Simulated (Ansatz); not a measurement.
# SiH4, triplet in 6-31G: errors against full CI

All five atoms lie in one plane.

Geometry: displaced at random from a stationary point.

| atom | x (Å) | y (Å) | z (Å) |
| --- | --- | --- | --- |
| Si | 0.0034 | -0.0001 | 0.0052 |
| H | -0.0090 | 1.0688 | 1.0716 |
| H | 0.0340 | -1.0346 | 1.0364 |
| H | -0.0358 | 1.0579 | -1.1038 |
| H | -0.0831 | -1.0887 | -1.1479 |

Basis 6-31G; Ansatz 0.2.0. Only valence electrons are correlated (noble-gas cores frozen), which leaves 8 electrons in 16 orbitals. Prefix R: restricted or restricted open-shell reference; prefix U: unrestricted. Active spaces: valence = (8e, 8o) chosen from the atoms' valence shells.

Full CI is exact within this basis and frozen core; it isn't the basis-set limit. The frozen core follows each run's orbitals, which can shift R against U totals by a few meV.

For open shells CISD and CISDTQ are restricted-active-space CI with the open shells as a complete middle space.

```
UHF ⟨S²⟩                          : 2.027
T1 diagnostic (RCCSD)             : 0.0188
largest doubles amplitude (RCCSD) : 0.075
T1 diagnostic (UCCSD)             : 0.0137
```

```csv
level,E − E(full CI) (kJ/mol),share of correlation (%),wall time
RHF,250.6,0.00,–
UHF,232.0,7.44,–
RMP2,79.5,68.27,–
UMP2,80.4,67.92,–
CISD,13.2,94.74,0.21 s
RCCSD,4.7,98.11,–
UCCSD,4.8,98.09,–
RCCSD(T),1.3,99.49,0.18 s
UCCSD(T),1.5,99.42,0.15 s
BCCD(T),1.4,99.45,0.21 s
RCCSDT,0.0,100.02,–
UCCSDT,0.0,100.02,–
CISDTQ,0.2,99.92,1.1 s
RCCSDT(Q),0.0,100.02,0.6 s
UCCSDT(Q),-0.1,100.02,0.57 s
RCCSDTQ,0.0,100.00,8.5 s
UCCSDTQ,0.0,100.00,8.5 s
CASSCF (valence space),71.2,71.61,–
NEVPT2 (valence space),18.1,92.78,1.3 s
MRCISD (valence space),1.6,99.38,–
MRCISD+Q (valence space),0.3,99.88,1.9 s
MRCISD+Q(relaxed) (valence space),-0.2,100.06,2.2 s
```

The correlation energy at full CI, counted from RHF, is -2.597 eV. That run took 7 s on 1 thread of Arm Neoverse V2, shared host over 3,312,400 determinants.

Times hold each run's SCF and search for its determinant on a shared host, so for small cases they say little of a method's own cost; they ran on 1 thread of Arm Neoverse V2.

The full-CI state has the irrep A of C1, in the program's axes.

Natural occupations of full CI about the gap: 1.966 1.955 1.951 1.006 0.995 0.049 0.028 0.023 0.005 0.005; effectively unpaired electrons, Σ n²(2−n)², 2.04.
